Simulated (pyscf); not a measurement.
This saddle point was located with ωB97X-D3(BJ)/def2-SVP in PySCF.

```xyz
12

N     -2.1825    -1.6387     1.0998
Al    -0.9024    -0.4217     1.3054
H     -2.6164    -1.9197     0.2270
H     -2.6677    -2.0751     1.8769
H     -1.3375     1.1640     0.6489
H     -0.2618    -0.1898     2.7312
O      0.1597    -0.2162    -0.1545
Si    -0.3337     1.6191    -0.5735
H      0.8353    -0.7123    -0.6288
H      0.0781     1.2855    -1.9823
H     -1.3817     2.6638    -0.8715
H      0.7538     2.3181     0.1626
```
Charge 0, spin multiplicity 1.

Surface: singlet, charge 0. Lowest wavenumbers (cm⁻¹): 307i, 63, 155, 228, 288.

Q: Name the species on either side of this saddle.

A: H₂N–AlH₂ + silanol (HO–SiH₃) <-> H₂N–AlH–OH + silane (SiH₄), a four-centre exchange read from left to right: Al–H, O–Si broken and Al–O, H–Si formed. At ωB97M-D3(BJ)/def2-TZVP it lies -6.3 kcal/mol from the left side and +6.4 kcal/mol from the right (each side as separated species at their lowest minima found). On the reactant side the descent ends in an adduct with a Al–O contact (not fully relaxed), 18.8 kcal/mol under the separated species and 9.4 kcal/mol under the saddle at ωB97X-D3(BJ)/def2-TZVP. On the product side the descent ends in a complex (not fully relaxed), 4.3 kcal/mol under the separated species and 7.7 kcal/mol under the saddle at ωB97X-D3(BJ)/def2-TZVP. At ωB97M-D3(BJ) the saddle lies under the separated reactants, which points to a path from their complex (located at ωB97X-D3(BJ) alone). What is counted as formed (Al–O) is already present as a longer contact in the reactant adduct; forming that adduct is a step of its own. At ωB97X-D3(BJ)/def2-TZVP the barrier from the zero used here is -9.4 kcal/mol. One saddle was located; it need not be the lowest between these sides.
